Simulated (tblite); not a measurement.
**GFN1-xTB run of CH8BSi− (SMILES [BH3-][SiH2]C)**

Wanted: a geometry optimisation of CH8BSi−. The job is set up through a Python script.

The results are computed with tblite 0.8.0.

5 further runs of the same task are left out: 5 set aside as unsound or not needed.

## 1. The molecule

CH8BSi−: 11 atoms, total charge -1, spin state singlet. As SMILES, `[BH3-][SiH2]C`. The coordinates come from a GFN2-xTB relaxation. The run starts from this shape.

Bond lengths: B1–Si2 1.972 Å, Si2–C3 1.930 Å, B1–H4 1.228 Å, B1–H5 1.226 Å, B1–H6 1.226 Å, Si2–H7 1.508 Å, Si2–H8 1.508 Å, C3–H9 1.088 Å, C3–H10 1.088 Å, C3–H11 1.089 Å. Some angles: B1–Si2–C3 117.3°, B1–Si2–H7 119.9°, B1–Si2–H8 119.8°, C3–Si2–H7 99.4°, C3–Si2–H8 99.4°, Si2–B1–H4 109.9°, Si2–B1–H5 111.5°, Si2–B1–H6 111.5°, Si2–C3–H9 110.7°, Si2–C3–H10 110.7°.

## 2. A structure relaxation at GFN1-xTB

The input, geom.xyz:

```xyz
11
start geometry
B     -1.321300     0.994640    -0.561840
Si    -0.204150    -0.601320    -0.254590
C      1.420180    -0.363150     0.759970
H     -2.314280     0.689200    -1.217510
H     -0.710840     1.857510    -1.182880
H     -1.704070     1.484310     0.495030
H      0.350020    -1.369460    -1.427970
H     -0.777750    -1.789730     0.475600
H      2.080000     0.349360     0.268280
H      1.201180     0.035070     1.749050
H      1.981000    -1.286440     0.896870
```

The input, script.py:

```python
import json
import numpy as np
from tblite.interface import Calculator
from tblite.interface import symbols_to_numbers
from scipy.optimize import minimize

symbols = list(map(str, np.loadtxt("geom.xyz", skiprows=2, usecols=0, dtype=str, ndmin=1)))
numbers = np.array(symbols_to_numbers(symbols))
positions = np.loadtxt("geom.xyz", skiprows=2, usecols=(1, 2, 3), ndmin=2) / 0.529177210903

tb = Calculator("GFN1-xTB", numbers, positions, charge=-1, uhf=0)
tb.set("verbosity", 0)
tb.set("accuracy", 0.01)
last, frames, energies, grads = [None], [], [], []

def fun(x):
    tb.update(x.reshape(-1, 3))
    last[0] = tb.singlepoint(last[0])
    return float(last[0].get('energy')), last[0].get('gradient').ravel()

def show(x):
    e, g = fun(x)
    frames.append(x.reshape(-1, 3).tolist())
    energies.append(e)
    grads.append(g.reshape(-1, 3).tolist())
    print(f"{len(energies) - 1:4d} {e:16.9f} {np.abs(g).max():12.3e} {np.linalg.norm(g):12.3e}")

print("step      energy/Eh       max grad     grad norm")
show(positions.ravel())
opt = minimize(fun, positions.ravel(), jac=True, method="BFGS", callback=show, options={"gtol": 3e-05, "maxiter": 500})
print("converged:", opt.success, "-", opt.message)
fun(opt.x)
res = last[0]
final = opt.x.reshape(-1, 3)
print("final geometry (angstrom)")
for s, p in zip(symbols, final * 0.529177210903):
    print(f"{s:<2} {p[0]:12.6f} {p[1]:12.6f} {p[2]:12.6f}")
print(f"total energy: {res.get('energy') * 627.5095:.8f} kcal/mol")
eps = np.atleast_2d(res.get("orbital-energies")) * 27.211386
occ = np.atleast_2d(res.get("orbital-occupations"))
filled = occ.sum(axis=0) if eps.shape[0] == 1 else occ[0]
homo = np.nonzero(filled > 0.5)[0].max()
print("  MO   occupation   energy/eV")
for i in range(max(0, homo - 4), min(eps.shape[1], homo + 5)):
    print(f"{i + 1:4d} {filled[i]:10.4f} {eps[0, i]:12.4f}")
mu = res.get("dipole") * 2.541746
print(f"dipole: {np.linalg.norm(mu):.4f} D, components " + " ".join(f"{c:.4f}" for c in mu))
q = res.get("charges")
print("Charges:", " ".join(f"{s}{i + 1}={c:+.4f}" for i, (s, c) in enumerate(zip(symbols, q))))
out = {k: np.asarray(res.get(k)).tolist() for k in ("energy", "gradient", "charges", "dipole", "orbital-energies", "orbital-occupations")}
out.update(symbols=symbols, positions=(positions * 0.529177210903).tolist(), final=final.tolist(), frames=frames, step_energies=energies, grads=grads, success=bool(opt.success))
json.dump(out, open("results.json", "w"))
```

Launch:

```console
python script.py
```

**Question.** What will come out? Wanted: total energy at the end; HOMO energy; LUMO energy; HOMO–LUMO gap.

Answer, from the run:

At GFN1-xTB:

| quantity | value |
| --- | --- |
| total energy at the end | -9.88478 Eh |
| HOMO energy | -5.63 eV |
| LUMO energy | 0.03 eV |
| HOMO–LUMO gap | 5.67 eV |

What this shows: At the final geometry: Bond lengths: B1–Si2 1.973 Å, Si2–C3 1.947 Å, B1–H4 1.229 Å, B1–H5 1.230 Å, B1–H6 1.230 Å, Si2–H7 1.462 Å, Si2–H8 1.462 Å, C3–H9 1.097 Å, C3–H10 1.097 Å, C3–H11 1.098 Å. Some angles: B1–Si2–C3 116.2°, B1–Si2–H7 117.4°, B1–Si2–H8 117.4°, C3–Si2–H7 101.2°, C3–Si2–H8 101.3°, Si2–B1–H4 111.7°, Si2–B1–H5 111.4°, Si2–B1–H6 111.4°, Si2–C3–H9 112.4°, Si2–C3–H10 112.4°. The optimisation took 28 steps and changed the energy by -0.057 eV. Mulliken charges run from -0.18 on B1 to +0.01 on H10.
